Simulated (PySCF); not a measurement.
# Argon: a sound run and one with changed settings

Sound run: Ar [Ar], Ar⁺ [Ne] 3s2 3p5. Computed with PySCF 2.14 in def2-SVP, with no relativity, point nucleus. In the sound run the correlated levels freeze [Ne]. The sound run starts from symmetry-adapted Hartree-Fock orbitals and uses a fine grid where one is needed.

Changed run: a valence shell is frozen. This setting is unsound on purpose.

```csv
species,method,sound run (hartree),changed run (hartree),converged
Ar,MP2,-526.76442,-526.73864,yes
Ar,CCSD(T),-526.77650,-526.74853,yes
Ar⁺,MP2,-526.20047,-526.16486,yes
Ar⁺,CCSD(T),-526.21787,-526.17584,yes
```

Ionisation energy of Ar:

```
 method  sound run (eV)  changed run (eV)
    UHF          14.613            14.613
    MP2          15.346            15.613
SCS-MP2          15.258            15.563
   CCSD          15.206            15.581
CCSD(T)          15.201            15.584
```

Freezing a valence shell removes pair correlation that changes on ionisation.

For comparison, NIST gives 15.760 eV between the lowest levels.
